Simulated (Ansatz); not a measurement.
## Which is lower?

Two relaxed structures of CH8AlN, singlet (PBE0-D4/def2-TZVP; forces vanish, vibrations not checked).

A:

```
11
angstrom
C 1.6653 -0.2993 -0.4337
N 0.6001 -0.1166 0.5280
Al -1.1443 -0.2810 0.2785
H 2.3691 -1.0849 -0.1335
H 1.2458 -0.5943 -1.3988
H -1.1758 2.2982 -0.4063
H 0.9518 0.1460 1.4368
H 2.2437 0.6181 -0.5992
H -2.0899 -0.0284 1.5239
H -1.8794 2.2201 -0.6522
H -1.6420 -0.7413 -1.1537
```

B:

C1  (0.500, -0.284, 0.746)
N2  (1.067, 0.114, -0.592)
Al3  (-1.476, 0.026, 0.269)
H4  (2.078, 0.054, -0.706)
H5  (0.585, -0.463, -1.295)
H6  (0.737, 1.069, -0.780)
H7  (0.951, 0.372, 1.491)
H8  (0.815, -1.312, 0.930)
H9  (-2.593, -0.275, 1.368)
H10  (-1.260, 1.574, -0.241)
H11  (-1.426, -0.908, -1.086)
(Å)

Ansatz 0.2.0; basis: def2-TZVPP; cores frozen in the correlated methods. B3LYP uses VWN-RPA correlation.

(1) Which structure is lower at CCSD(T), and by how much? (Judge from chemistry; the value comes from the calculation.)

No T1 diagnostic of these runs exceeds 0.011.

## Answers

(1) Computed: A, by 1.065 eV (electronic energy, against the other). By their contacts, A is a complex of CH₆AlN ([CH3][NH][AlH2]) + H₂ and B is CH₈AlN ([NH3][CH2][AlH3]).

All methods give the same order:

```tsv
method	E(B) − E(A) (eV)
PBE-D4	0.967
r2SCAN-D4	1.006
PBE0-D4	0.924
B3LYP-D4	1.128
wB97M-V	1.026
HF	1.160
MP2	1.150
CCSD	1.073
CCSD(T)	1.065
```

Labels in which every atom is bracketed show which atoms are joined, not bond orders.

For scale, one of the runs: CCSD(T)/def2-TZVPP, 216 basis functions, launched by `ansatz run in.yaml --threads 2 --pin off --events-out ev --progress --plain --max-ram 4352MiB`. The run took 69 s on 2 CPU threads of an Arm Neoverse V2 (shared host), with 3.1 GiB of host memory at its peak.
